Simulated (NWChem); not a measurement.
System: N2H cation; SMILES N#[NH+]

Here is an NWChem input.

```
start job
memory heap 200 mb stack 900 mb global 1100 mb
charge 1
geometry units angstroms noautosym nocenter noautoz
  N      0.000000     0.000000     0.657803
  N      0.000000     0.000000    -0.435023
  H      0.000000     0.000000    -1.479400
end
basis spherical
  N library def2-svp
  H library def2-svp
end
dft
  xc pbe0
  iterations 150
end
cosmo
  do_cosmo_smd true
  solvent propanol
end
task dft energy
```

Parts of the log:

```
             Northwest Computational Chemistry Package (NWChem) 7.3.0
             --------------------------------------------------------

                             Geometry "geometry" -> ""
                             -------------------------

 Output coordinates in angstroms (scale by  1.889725989 to convert to a.u.)

  No.       Tag          Charge          X              Y              Z
 ---- ---------------- ---------- -------------- -------------- --------------
    1 N                    7.0000     0.00000000     0.00000000     0.65780300
    2 N                    7.0000     0.00000000     0.00000000    -0.43502300
    3 H                    1.0000     0.00000000     0.00000000    -1.47940000

 Effective nuclear repulsion energy (a.u.)      29.0072469459

                                 NWChem DFT Module
                                 -----------------

 Summary of "ao basis" -> "ao basis" (spherical)
 ------------------------------------------------------------------------------
       Tag                 Description            Shells   Functions and Types
 ---------------- ------------------------------  ------  ---------------------
 N                          def2-svp                 6       14   3s2p1d
 H                          def2-svp                 3        5   2s1p

 in cosmo_initialize ...
 calling solv_data for solv:propanol

 solvent parameters
 solvname_short: propanol
 solvname_long:  1-propanol
 dielec:       20.5240
 dielecinf:     1.9182
 nonaqueous SMD model solvent descriptors
 dielec:       20.5240
 sola:          0.3700
 solb:          0.4800
 solc:          0.0000
 solg:         33.5700
 solh:          0.0000
 soln:          1.3850

          ---------------
          -cosmo- solvent
          ---------------
 Cosmo: York-Karplus, doi: 10.1021/jp992097l
 dielectric constant -eps-     =  20.52
 screen = (eps-1)/(eps    )    =   0.95128
 surface charge correction     = lagrangian

   van der Waals surface
 --------------------------

 ---------- ATOMIC COORDINATES (A.U.) ------------ VDWR(ANG.) --
     1    0.00000000    0.00000000    1.24306742     1.890
     2    0.00000000    0.00000000   -0.82207427     1.890
     3    0.00000000    0.00000000   -2.79566063     1.200
 number of segments per atom =        128
 number of   points per atom =        128
 atom (   nspa,  nppa )
 ----------------------
    1 (     92,     0 )       0
    2 (     84,     0 )       0
    3 (     48,     0 )       0
 number of -cosmo- surface points =      224
 molecular surface =     60.666 angstrom**2
 molecular volume  =     42.948 angstrom**3
 -lineq- algorithm             =   0
 -bem- low  level              =   3
 -bem- from -octahedral-
 gaussian surface charge width =   4.50000
 degree of switching           =   1.00000
 switching function tolerance  =   0.00010
 atomic radii =
 --------------
    1  7.000  1.890
    2  7.000  1.890
    3  1.000  1.200
 ...... end of -cosmo- initialization ......

 nat:                     3
 ixmem:                   608
 calling mnsol_interface()
 G(SMD-CDS) energy (kcal/mol)  =     3.082
 SMD-CDS SASA (angstrom**2)    =    66.322

            General Information
            -------------------
          SCF calculation type: DFT
          Wavefunction type:  closed shell.
          No. of atoms     :     3
          No. of electrons :    14
           Alpha electrons :     7
            Beta electrons :     7
          Charge           :     1
          Spin multiplicity:     1
          Use of symmetry is: off; symmetry adaption is: off
          Maximum number of iterations: 150
          AO basis - number of functions:    33
                     number of shells:    15
          Convergence on energy requested:  1.00D-06
          Convergence on density requested:  1.00D-05
          Convergence on gradient requested:  5.00D-04

              XC Information
              --------------
                         PBE0 Method XC Functional
                     Hartree-Fock (Exact) Exchange  0.250
          PerdewBurkeErnzerhof Exchange Functional  0.750
            Perdew 1991 LDA Correlation Functional  1.000 local
           PerdewBurkeErnz. Correlation Functional  1.000 non-local

[...]

                                COSMO-SMD solvation results
                                ---------------------------

             internal energy in gas <Psi(g)|H|Psi(g)> =      -109.513800053044
         internal energy in solvent <Psi(s)|H|Psi(s)> =      -109.511943044222
                               delta internal energy  =         0.001857008822 (    1.17 kcal/mol)
   total free energy in solvent <Psi(s)|H+V/2|Psi(s)> =      -109.642512399705
 polarization energy contribution <Psi(s)|V/2|Psi(s)> =        -0.130569355483 (  -81.93 kcal/mol)
    total free energy in solvent including G(SMD-CDS) =      -109.637601081270
                       G(SMD-CDS) energy contribution =         0.004911318435 (    3.08 kcal/mol)
     1 M fixed-concentration free energy of solvation =        -0.123801028226 (  -77.69 kcal/mol)

                       DFT Final Molecular Orbital Analysis
                       ------------------------------------

 Vector    5  Occ=2.000000D+00  E=-6.138466D-01
              MO Center=  2.0D-10,  1.4D-10,  3.7D-02, r^2= 8.4D-01
   Bfn.  Coefficient  Atom+Function         Bfn.  Coefficient  Atom+Function
  ----- ------------  ---------------      ----- ------------  ---------------
    19      0.374420  2 N  py                18      0.331151  2 N  px
     5      0.327952  1 N  py                 4      0.290053  1 N  px
    22     -0.185827  2 N  py                21     -0.164352  2 N  px
     8     -0.142250  1 N  py                 7     -0.125811  1 N  px
    11      0.032125  1 N  d -1              13     -0.028412  1 N  d  1

 Vector    6  Occ=2.000000D+00  E=-6.138466D-01
              MO Center= -9.3D-09,  8.2D-09,  3.7D-02, r^2= 8.4D-01
   Bfn.  Coefficient  Atom+Function         Bfn.  Coefficient  Atom+Function
  ----- ------------  ---------------      ----- ------------  ---------------
    18      0.374420  2 N  px                19     -0.331151  2 N  py
     4      0.327952  1 N  px                 5     -0.290053  1 N  py
    21     -0.185827  2 N  px                22      0.164352  2 N  py
     7     -0.142250  1 N  px                 8      0.125811  1 N  py
    13     -0.032125  1 N  d  1              11     -0.028412  1 N  d -1

 Vector    7  Occ=2.000000D+00  E=-5.955562D-01
              MO Center=  7.7D-09, -7.2D-09,  8.5D-01, r^2= 7.1D-01
   Bfn.  Coefficient  Atom+Function         Bfn.  Coefficient  Atom+Function
  ----- ------------  ---------------      ----- ------------  ---------------
     6      0.485058  1 N  pz                 3     -0.428158  1 N  s
     2     -0.419594  1 N  s                 20     -0.240129  2 N  pz
     1     -0.189536  1 N  s                  9     -0.177997  1 N  pz
    16      0.154283  2 N  s                 29     -0.109024  3 H  s
    23      0.065218  2 N  pz                15      0.062095  2 N  s

 Vector    8  Occ=0.000000D+00  E=-1.434762D-01
              MO Center= -3.5D-12, -7.0D-11,  1.5D-01, r^2= 1.2D+00
   Bfn.  Coefficient  Atom+Function         Bfn.  Coefficient  Atom+Function
  ----- ------------  ---------------      ----- ------------  ---------------
     5      0.409780  1 N  py                 8     -0.395323  1 N  py
    22      0.373386  2 N  py                 4      0.363310  1 N  px
    19     -0.364620  2 N  py                 7     -0.350493  1 N  px
    21      0.331043  2 N  px                18     -0.323272  2 N  px
    32      0.025384  3 H  py

 Vector    9  Occ=0.000000D+00  E=-1.434762D-01
              MO Center=  2.0D-10, -1.8D-10,  1.5D-01, r^2= 1.2D+00
   Bfn.  Coefficient  Atom+Function         Bfn.  Coefficient  Atom+Function
  ----- ------------  ---------------      ----- ------------  ---------------
     4      0.409780  1 N  px                 7     -0.395323  1 N  px
    21      0.373386  2 N  px                 5     -0.363310  1 N  py
    18     -0.364620  2 N  px                 8      0.350493  1 N  py
    22     -0.331043  2 N  py                19      0.323272  2 N  py
    31      0.025384  3 H  px

 Vector   10  Occ=0.000000D+00  E= 2.020425D-02
              MO Center= -3.4D-11,  9.9D-13, -1.6D+00, r^2= 1.6D+00
   Bfn.  Coefficient  Atom+Function         Bfn.  Coefficient  Atom+Function
  ----- ------------  ---------------      ----- ------------  ---------------
    17      1.306477  2 N  s                 30     -1.163646  3 H  s
    29     -0.470017  3 H  s                  3     -0.315284  1 N  s
    16      0.299475  2 N  s                  9      0.251521  1 N  pz
    20      0.232843  2 N  pz                 6     -0.191773  1 N  pz
     2     -0.178382  1 N  s                 15      0.137534  2 N  s

     Multipole analysis of the density
     ---------------------------------

     L   x y z        total         alpha         beta         nuclear
     -   - - -        -----         -----         ----         -------
     0   0 0 0      1.000000     -7.000000     -7.000000     15.000000

     1   1 0 0      0.000000      0.000000      0.000000      0.000000
     1   0 1 0     -0.000000     -0.000000     -0.000000      0.000000
     1   0 0 1     -1.449556     -0.800424     -0.800424      0.151291

     2   2 0 0     -6.787270     -3.393635     -3.393635      0.000000
     2   1 1 0     -0.000000     -0.000000     -0.000000      0.000000
     2   1 0 1      0.000000      0.000000      0.000000      0.000000
     2   0 2 0     -6.787270     -3.393635     -3.393635      0.000000
     2   0 1 1     -0.000000     -0.000000     -0.000000      0.000000
     2   0 0 2     -2.668538    -13.015708    -13.015708     23.362877
```

Level: PBE0/def2-SVP, SMD on the gas-phase geometry. All runs use the structure optimised with PBE0/def2-SVP. Solvent: 1-propanol.
